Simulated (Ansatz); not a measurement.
System: CsCl-type TlCl. Method: rVV10 in Ansatz (plane waves, PAW).

Run with plane-wave cutoff 500 eV, 8×8×8 k mesh, gaussian smearing 0.02 eV, scalar-relativistic PAW data made under PBE.

Cell (relaxed at this level):

Space group Pm-3m (No. 221); a = b = c = 3.840 Å, α = β = γ = 90.00°

| atom | site | symmetry | x | y | z |
|---|---|---|---|---|---|
| Tl | 1a | m-3m | 0.0000 | 0.0000 | 0.0000 |
| Cl | 1b | m-3m | 0.5000 | 0.5000 | 0.5000 |

Question: Predict the band gap.

Answer: 
* **band gap**: 1.94 eV (on the SCF k mesh)

Spin–orbit coupling is not included; with these elements it can move the gap by several tenths of an eV or more.

Computed values are for the static lattice.

It cost around 26 core-seconds (rough) of CPU time.

Ansatz is a quantum-chemistry and plane-wave program.
